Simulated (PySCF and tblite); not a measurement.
The numbers below are computed, except where a source is named.
System: C3H4F2O, numbered as in [F:1][CH:2]([F:3])[C@H:4]1[CH2:5][O:6]1.

Level: PBE0/pcSseg-1 + D3(BJ) on GFN2-xTB stationary points, with GFN2-xTB thermal terms. Rate constants are transition-state-theory values, counting equivalent paths, without tunnelling. Programs: tblite and PySCF.

(1) How high is the barrier to the rotation about the C2–C4 bond (torsion F1–C2–C4–C5 from 69° to 207°, rising), through which structure does it pass, and what rate follows at 298 K?

Answers

(1) The electronic barrier is 3.4 kcal/mol and ΔG‡(298 K) 3.9 kcal/mol, over a C1 saddle with an imaginary mode of 60i cm⁻¹ (GFN2-xTB). With 1 equivalent path, k is 8.1×10⁹ s⁻¹, a mean lifetime of the start of 120 ps against this motion. The end lies 0.8 kcal/mol above the start in free energy.
